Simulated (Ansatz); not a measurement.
System: hcp Sc. Method: B3LYP (VWN-RPA form) (Ansatz, a program for electronic structure, plane waves, PAW).

Input:

Ansatz 0.2 input:
```yaml
crystal:
  lattice:
    - [1.6641004554, -2.8823065377, 0.0]
    - [1.6641004554, 2.8823065377, 0.0]
    - [0.0, 0.0, 5.2114607431]
  atoms:
    - { symbol: Sc, position: [0.3333333333, 0.6666666667, 0.25] }
    - { symbol: Sc, position: [0.6666666667, 0.3333333333, 0.75] }
kpoints:
  mp_grid: { grid: [18, 18, 8] }
hamiltonian:
  xc: b3lyp
  pseudopotentials: { kind: paw }
  dispersion: none
scf:
  occupations: { method: fermi_dirac, width: 0.1 }
output:
  forces: true
  stress: true
  eigenvalues: true
basis:
  ecutwfc: 500
  ecutrho_ratio: 4
  xc_grid: 2
magnetization:
  spin_polarized: false
```

Problem. How many irreducible k-points, plane waves at Γ does the program set up, and what pressure does the run end with?

Solution. 185 irreducible k-points, 1243 plane waves at Γ; P = 0.28 GPa, so the cell is compressed on average and its volume would grow at this level.

The run printed, among other lines:

```
WARN output.stress: scf.convergence.dr2_threshold = 1e-7 eV (the SCF's general default) is looser than the 2e-10 eV advised for a printed stress (1e-10 eV for …
WARN output.stress: scf.exx.energy_threshold = 1e-6 eV is looser than the 2e-8 eV advised for a stress under a hybrid functional (1e-8 eV for each atom of the …
Crystal: 2 atoms, lattice volume = 49.993 Å³
Basis set: ecut = 500 eV, 1243 PW (Γ), exchange–correlation on 50×50×80 points (8 copies of the dense FFT grid, shifted against one another)
Bands: 15, of which v1, the nominal top of the filled ones, is band 11 counted from 1 (10 counted from 0)
Symmetry: 24 space group operations
Space group: P63/mmc (ITA 194), of the structure as read, at distance tolerance 3.7e-5 Å
k-points: 185 of 2592
Functional: x = 0.1 slater + 0.9 b88, c = 0.19 vwn_rpa + 0.81 lyp, warm-up for x = 0.08 slater + 0.72 b88 + 0.2 exact, c = 0.19 vwn_rpa + 0.81 lyp
SCF iter   1: F=—  HF=-4281.408866 eV  |F-HF|=—  |Δ(HF+E_count)|=         —  Δρ=6.87e-3  dr2=2.99e-2
SCF iter   2: F=—  HF=-4281.404038 eV  |F-HF|=—  |Δ(HF+E_count)|=   4.83e-3  Δρ=4.24e-3  dr2=1.21e-2
  ...
SCF 1 converged in 8 iterations: F = -4281.402687 eV  dr2 = 1.19e-12
Crystal: 2 atoms, lattice volume = 49.993 Å³
Initial density: handed on by an earlier stage of this run
Functional: x = 0.08 slater + 0.72 b88 + 0.2 exact, c = 0.19 vwn_rpa + 0.81 lyp
Crystal: 2 atoms, lattice volume = 49.993 Å³
SCF iter   3: F=—  HF=-4282.608277 eV  |F-HF|=—  |Δ(HF+E_count)|=   3.92e-6  Δρ=1.43e-5  dr2=2.63e-7
SCF iter   4: F=-4282.608277 eV  HF=-4282.608277 eV  |F-HF|=2.20e-9  |Δ(HF+E_count)|=   3.53e-7  Δρ=2.59e-6  dr2=6.57e-9
SCF 3 converged in 4 iterations: F = -4282.608277 eV  dr2 = 6.57e-9
WARN: the band table was not solved further …
Free energy (F): -4282.608278 eV
Internal energy: -4282.548390 eV  (E = F + TS)
E sigma→0 (E₀):  -4282.578334 eV
Fermi energy:    9.378265 eV
--- Forces (eV/Å), atoms counted from 1 ---
  atom   1  Sc    -0.00000000    -0.00000000     0.00000000
  atom   2  Sc    -0.00000000     0.00000000     0.00000000
--- Stress (GPa, compression-positive) ---
        0.585869       0.000000       0.000000
        0.000000       0.585869       0.000000
        0.000000       0.000000      -0.319980
  P = ⅓ Tr σ = 0.2839 GPa (2.839 kbar)
```

The PAW data were made under PBE.

Note: exact exchange on metals is sensitive to the k mesh and can open a false gap. Note: the PAW data were made under another functional than the one run. Note: cell and atoms aren't relaxed at this level (pressure 0.3 GPa).
